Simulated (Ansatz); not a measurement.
Ansatz (an electronic-structure program) input:
A basis named .json is the Basis Set Exchange file of that set.

Ansatz 0.2 input:
```yaml
crystal:
  periodic: [false, false, false]
  atoms:
    - {symbol: O, position_ang: [-0.00000000, -0.00000000, -0.10780208]}
    - {symbol: H, position_ang: [0.00000000, 0.00000000, 0.86241660]}
basis:
  gaussian:
    orbitals: aug-cc-pVQZ
    fitting: {mean_field: def2-universal-jkfit, correlation: aug-cc-pVQZ-RIFIT.json}
total_charge: -1
magnetization: {spin_polarized: false}
correlation: {method: mp2, electrons: outside_noble_gas}
```

Question: Predict the final energy.

Answer: -75.72479 Eh (RI-MP2/aug-cc-pVQZ). The basis has 126 functions.
